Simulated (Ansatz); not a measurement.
**CHSi+ (triplet): from Hartree-Fock to the top rungs, cc-pVTZ**

How much of the correlation energy of CHSi+ (triplet) does each wave-function method recover here?

Program: Ansatz 0.2.0, Gaussian basis. Level of theory: cc-pVTZ, correlated electrons: outside noble gas. These are calculated values, not measurements.

The runs, in order: UHF; CCSD(T) on ROHF; CCSD(T) on UHF; BCCD(T) on ROHF; CCSDT(Q) on ROHF; CCSDT(Q) on UHF; CASSCF and MRCISD+Q, 8 electrons in 9 orbitals; CASSCF and NEVPT2, 8 electrons in 9 orbitals.

## (1) What is computed

The geometry is a PBE0/def2-TZVP stationary point (not a proven minimum) of the parent state, kept for this charge and spin.

3 atoms, charge 1, spin multiplicity 3.

Atoms are counted from 1 here; the program's logs count them from 0.

Bond lengths: Si1–C2 1.726 Å, Si1–H3 1.500 Å. Angles: C2–Si1–H3 180.0°.

In the tables R marks a restricted open-shell determinant and U an unrestricted one; 'valence' is the active space of 8 electrons in 9 orbitals; correlation energies count from the lowest restricted Hartree-Fock solution.

## (2) UHF

The input, in.yaml:

```yaml
crystal:
  periodic: [false, false, false]
  atoms:
    - {symbol: Si, position_ang: [0.000000, 0.000000, 0.075579]}
    - {symbol: C, position_ang: [0.000000, 0.000000, -1.650691]}
    - {symbol: H, position_ang: [0.000000, 0.000000, 1.575112]}
basis:
  gaussian: {orbitals: cc-pVTZ}
total_charge: 1
magnetization: {spin_polarized: true, initial_magnetization: 2}
hamiltonian: {xc: hf}
output: {orbitals: {seedname: orbitals}}
```

Started as:

```console
$ ansatz run in.yaml --threads 1 --pin off --events-out ev --progress --plain --max-ram 4096MiB --backend cpu
```

After this run come: CCSD(T) on ROHF; CCSD(T) on UHF; BCCD(T) on ROHF; CCSDT(Q) on ROHF; CCSDT(Q) on UHF; CASSCF and MRCISD+Q, 8 electrons in 9 orbitals; CASSCF and NEVPT2, 8 electrons in 9 orbitals.

Q: Predict the results of all the runs planned. Wanted: correlation energy, UCCSDT(Q); RMP2 from UCCSDT(Q); UMP2 from UCCSDT(Q); RCCSD from UCCSDT(Q); RCCSD(T) from UCCSDT(Q); UCCSD(T) from UCCSDT(Q); RCCSDT(Q) from UCCSDT(Q); NEVPT2 valence from UCCSDT(Q); MRCISD+Q valence from UCCSDT(Q).

The runs gave:

| quantity | value |
| --- | --- |
| correlation energy, UCCSDT(Q) | -6.4409 eV |
| RMP2 from UCCSDT(Q) | +28.63 kcal/mol |
| UMP2 from UCCSDT(Q) | +30.17 kcal/mol |
| RCCSD from UCCSDT(Q) | +9.87 kcal/mol |
| RCCSD(T) from UCCSDT(Q) | +1.98 kcal/mol |
| UCCSD(T) from UCCSDT(Q) | +2.08 kcal/mol |
| RCCSDT(Q) from UCCSDT(Q) | +0.09 kcal/mol |
| NEVPT2 valence from UCCSDT(Q) | +18.39 kcal/mol |
| MRCISD+Q valence from UCCSDT(Q) | +0.50 kcal/mol |
| levels of the table within 1 kcal/mol (43 meV) | RCCSDT, UCCSDT, RCCSDT(Q), MRCISD+Q valence |
| T1 diagnostic | 0.030 |
| effectively unpaired electrons | 2.09 |

In words: RCCSD(T) lands +1.98 kcal/mol from the yardstick (1.3 % of the correlation energy). One determinant dominates. Of the multireference levels listed MRCISD+Q valence comes nearest in total energy (+0.50 kcal/mol), which doesn't show that its space is the better one. Coupled cluster took another determinant than the lowest Hartree-Fock one. These misses are within one basis, not against nature; the frozen cores of restricted and unrestricted runs differ, which can shift their rows.
